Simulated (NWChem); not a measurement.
System: SiH₃, doublet; SMILES [SiH3]

Here is an NWChem input.

```
start job
memory heap 200 mb stack 900 mb global 1100 mb
geometry units angstroms noautosym nocenter noautoz
  Si     0.000000     0.000000     0.155778
  H      0.389128     1.361534    -0.295000
  H      0.984558    -1.017762    -0.295000
  H     -1.373687    -0.343772    -0.295000
end
basis spherical
  * library def2-svpd
end
dft
  odft
  mult 2
  xc b3lyp
  iterations 150
end
tddft
  cis
  nroots 8
end
task tddft energy
```

Parts of the log:

```
             Northwest Computational Chemistry Package (NWChem) 7.3.0
             --------------------------------------------------------

                             Geometry "geometry" -> ""
                             -------------------------

 Output coordinates in angstroms (scale by  1.889725989 to convert to a.u.)

  No.       Tag          Charge          X              Y              Z
 ---- ---------------- ---------- -------------- -------------- --------------
    1 Si                  14.0000     0.00000000     0.00000000     0.15577800
    2 H                    1.0000     0.38912800     1.36153400    -0.29500000
    3 H                    1.0000     0.98455800    -1.01776200    -0.29500000
    4 H                    1.0000    -1.37368700    -0.34377200    -0.29500000

 Effective nuclear repulsion energy (a.u.)      15.6031484673

                                 NWChem DFT Module
                                 -----------------

 Summary of "ao basis" -> "ao basis" (spherical)
 ------------------------------------------------------------------------------
       Tag                 Description            Shells   Functions and Types
 ---------------- ------------------------------  ------  ---------------------
 Si                        def2-svpd                10       24   5s3p2d
 H                         def2-svpd                 4        8   2s2p

            General Information
            -------------------
          SCF calculation type: DFT
          Wavefunction type:  spin polarized.
          No. of atoms     :     4
          No. of electrons :    17
           Alpha electrons :     9
            Beta electrons :     8
          Charge           :     0
          Spin multiplicity:     2
          Use of symmetry is: off; symmetry adaption is: off
          Maximum number of iterations: 150
          AO basis - number of functions:    48
                     number of shells:    22
          Convergence on energy requested:  1.00D-06
          Convergence on density requested:  1.00D-05
          Convergence on gradient requested:  5.00D-04

              XC Information
              --------------
                         B3LYP Method XC Potential
                     Hartree-Fock (Exact) Exchange  0.200
                        Slater Exchange Functional  0.800 local
                    Becke 1988 Exchange Functional  0.720 non-local
              Lee-Yang-Parr Correlation Functional  0.810
                  VWN I RPA Correlation Functional  0.190 local

             Grid Information
             ----------------
          Grid used for XC integration:  medium
          Radial quadrature: Mura-Knowles
          Angular quadrature: Lebedev.
          Tag              B.-S. Rad. Rad. Pts. Rad. Cut. Ang. Pts.
          ---              ---------- --------- --------- ---------
          Si                  1.10       88           7.0       590
          H                   0.35       45           8.0       434
          Grid pruning is: on
          Number of quadrature shells:   223
          Spatial weights used:  Erf1

      Superposition of Atomic Density Guess
      -------------------------------------

 Sum of atomic energies:        -290.23671012

      Non-variational initial energy
      ------------------------------

 Total energy =    -290.326068
 1-e energy   =    -432.675460
 2-e energy   =     126.746244
 HOMO         =      -0.140952
 LUMO         =       0.070172

[...]

                                NWChem TDDFT Module
                                -------------------

            General Information
            -------------------
           No. of orbitals :      96
            Alpha orbitals :      48
             Beta orbitals :      48
        Alpha frozen cores :       0
         Beta frozen cores :       0
     Alpha frozen virtuals :       0
      Beta frozen virtuals :       0
         Spin multiplicity :       2
    Number of AO functions :      48
        Use of symmetry is : off
      Symmetry adaption is : off
         Schwarz screening :  0.10D-07

              XC Information
              --------------
                  B3LYP Method XC Potential
              Hartree-Fock (Exact) Exchange   0.20
                 Slater Exchange Functional   0.80 local
             Becke 1988 Exchange Functional   0.72 non-local
       Lee-Yang-Parr Correlation Functional   0.81
           VWN I RPA Correlation Functional   0.19 local

             TDDFT Information
             -----------------
          Calculation type : Tamm-Dancoff TDDFT
         Wavefunction type : Unrestricted
          No. of electrons :      17
           Alpha electrons :       9
            Beta electrons :       8
              No. of roots :       8
          Max subspacesize :    5600
            Max iterations :     100
               Target root :       1
           Target symmetry : none
      Symmetry restriction : off
                 Algorithm : Optimal
        Davidson threshold :  0.10D-03

    8 smallest eigenvalue differences (eV)
--------------------------------------------------------
  No. Spin  Occ  Vir  Irrep   E(Occ)    E(Vir)   E(Diff)
--------------------------------------------------------
    1    1    9   10 a        -0.223     0.012     6.396
    2    2    8    9 a        -0.355    -0.106     6.765
    3    2    7    9 a        -0.355    -0.106     6.765
    4    1    9   11 a        -0.223     0.031     6.924
    5    1    9   12 a        -0.223     0.031     6.924
    6    1    9   13 a        -0.223     0.055     7.573
    7    1    9   14 a        -0.223     0.091     8.549
    8    1    9   15 a        -0.223     0.091     8.549
--------------------------------------------------------

  Entering Davidson iterations
  Unrestricted

  Iter   NTrls   NConv    DeltaV     DeltaE      Time
  ----  ------  ------  ---------  ---------  ---------
    1      8       0     0.53E-01   0.10+100        2.0
    2     16       0     0.12E-01   0.68E-02        2.2
    3     24       0     0.31E-02   0.38E-03        2.3
    4     32       0     0.55E-03   0.10E-04        2.1
    5     40       8     0.98E-04   0.49E-06        2.1
  ----  ------  ------  ---------  ---------  ---------
  Convergence criterion met

  Ground state a        -291.160359475041 a.u.
  <S2> =   0.7518

  ----------------------------------------------------------------------------
  Root   1         a              0.190752639 a.u.                5.1906 eV
  <S2> =   0.7734
  ----------------------------------------------------------------------------
     Transition Moments    X  0.17834   Y  0.12907   Z -0.00000
     Dipole Oscillator Strength                    0.0061633887
     Electric Quadrupole                           0.0000000429
     Magnetic Dipole                               0.0000015329
     Total Oscillator Strength                     0.0061649645

     Occ.    9 alpha a   ---  Virt.   11 alpha a        0.17621
     Occ.    9 alpha a   ---  Virt.   12 alpha a        0.10972
     Occ.    7 beta  a   ---  Virt.    9 beta  a       -0.17703
     Occ.    8 beta  a   ---  Virt.    9 beta  a       -0.95524
  ----------------------------------------------------------------------------
  Root   2         a              0.190752809 a.u.                5.1907 eV
  <S2> =   0.7734
  ----------------------------------------------------------------------------
     Transition Moments    X -0.12907   Y  0.17834   Z -0.00001
     Dipole Oscillator Strength                    0.0061634306
     Electric Quadrupole                           0.0000000429
     Magnetic Dipole                               0.0000015329
     Total Oscillator Strength                     0.0061650064

     Occ.    9 alpha a   ---  Virt.   11 alpha a       -0.10972
     Occ.    9 alpha a   ---  Virt.   12 alpha a        0.17621
     Occ.    7 beta  a   ---  Virt.    9 beta  a       -0.95524
     Occ.    8 beta  a   ---  Virt.    9 beta  a        0.17703
  ----------------------------------------------------------------------------
  Root   3         a              0.192316934 a.u.                5.2332 eV
  <S2> =   0.7604
  ----------------------------------------------------------------------------
     Transition Moments    X  0.00000   Y -0.00000   Z -0.47510
     Dipole Oscillator Strength                    0.0289401008
     Electric Quadrupole                           0.0000000260
     Magnetic Dipole                               0.0000000000
     Total Oscillator Strength                     0.0289401268

     Occ.    9 alpha a   ---  Virt.   10 alpha a       -0.99289
     Occ.    9 alpha a   ---  Virt.   13 alpha a        0.08776
  ----------------------------------------------------------------------------
  Root   4         a              0.203651923 a.u.                5.5417 eV
  <S2> =   0.7601
  ----------------------------------------------------------------------------
     Transition Moments    X -0.47676   Y  0.10749   Z  0.00000
     Dipole Oscillator Strength                    0.0324281430
     Electric Quadrupole                           0.0000000667
     Magnetic Dipole                               0.0000003093
     Total Oscillator Strength                     0.0324285189

[...]
```

Level: B3LYP/def2-SVPD, spin-unrestricted, TDA. In the optimisation the excess spin sits in a (C3, its own frame). Coordinates come from a PBE0-D3(BJ)/def2-TZVP, spin-unrestricted optimisation. No stability test was run on the SCF state.
